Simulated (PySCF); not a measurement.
## AlS: one state, many levels of theory

State: ²Σ⁺ (doublet), unpaired electrons σ ↑. Set-up: PySCF, no relativity, basis sets Al def2-SVP, S def2-SVP. De refers to Al + S in their high-spin ground configurations, without counterpoise correction. The functionals are run spin-unrestricted. A positive dipole means Al(−)S(+). Levels whose curve was spin-contaminated or gave no clean fit are not listed.

| Level | Re (Å) | ωe (cm⁻¹) | De (eV) | μ (D) | CPU s a point (SCF and correlation, without the integrals) |
| --- | --- | --- | --- | --- | --- |
| UHF | 2.016 | 636 | 2.45 | -4.64 | 0.045 |
| UHF-CCSD | 2.038 | 623 | 3.47 | n/a | n/a |
| UHF-CCSD(T) | 2.044 | 635 | 3.69 | n/a | 0.46 |
| PBE | 2.053 | 609 | 4.43 | -3.20 | 0.37 |
| PBEsol | 2.045 | 621 | 4.71 | -3.23 | 0.27 |
| BP86 | 2.056 | 604 | 4.38 | -3.21 | 0.27 |
| r²SCAN | 2.035 | 639 | 4.43 | -3.65 | 0.55 |
| PBE0 | 2.034 | 631 | 4.18 | -3.62 | 0.56 |
| HSE06 | 2.036 | 628 | 4.17 | -3.60 | 0.52 |
| MN15 | 2.017 | 646 | 4.53 | -3.72 | 0.58 |

Task: Which functional lies closest to UHF-CCSD(T) in De, which farthest, and by how much do they differ from it?

Result: Closest is HSE06 (-0.8 pm in Re, -1.1 % in ωe, +0.48 eV in De against UHF-CCSD(T) in the same basis), farthest PBEsol (+0.1 pm in Re, -2.2 % in ωe, +1.02 eV in De). CCSD(T) converges more slowly with the basis than the functionals do and binds too weakly in this one, so the order can change at the basis-set limit.

Task: What does a quarter of exact exchange do here, going from PBE to PBE0?

Result: PBE0 less PBE: -1.9 pm in Re, +3.6 % in ωe, -0.25 eV in De. Exact exchange removes part of the self-interaction that spreads semilocal densities, and in most molecules shortens and stiffens the bond and lowers De; so it does here.

Task: What does all correlation do here, going from UHF to UHF-CCSD(T)?

Result: UHF-CCSD(T) less UHF: +2.8 pm in Re, -0.2 % in ωe, +1.24 eV in De. Correlation nearly always deepens the well. The bond lengthens, as in strong covalent bonds, where excitations into antibonding orbitals dominate.

Correlated steps freeze 10 core orbitals. Correlated levels converge slowly with the basis: in double zeta they bind strong bonds too weakly, by up to about 1 eV, and carry superposition errors of some tenths. The state is the lowest determinant that a PBE0 search found; another state may lie lower at other levels.

The whole job (state search and all levels along the bond) took about 0.92 min on 1 thread of Arm Neoverse V2 (shared host), peak memory 0.43 GiB.
